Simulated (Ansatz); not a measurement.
Candidates: wurtzite CdS, wurtzite BN (high-pressure phase), wurtzite ZnO, wurtzite CdSe, wurtzite AlN, 2H-SiC. Level: r²SCAN0 in Ansatz (plane waves, PAW).

Ansatz's runs of these crystals have no spin polarisation.

Ansatz's density-functional and Hartree–Fock values are scalar-relativistic unless marked +SOC, with PAW data made under PBE.

Question: Which of them have a computed lattice parameter c between 4.6 and 5.1 Å?

Answer: wurtzite AlN, 2H-SiC. The values: wurtzite CdS 6.741 Å; wurtzite BN (high-pressure phase) 4.184 Å; wurtzite ZnO 5.174 Å; wurtzite CdSe 7.047 Å; wurtzite AlN 4.948 Å; 2H-SiC 5.023 Å.

Ansatz is a first-principles code.
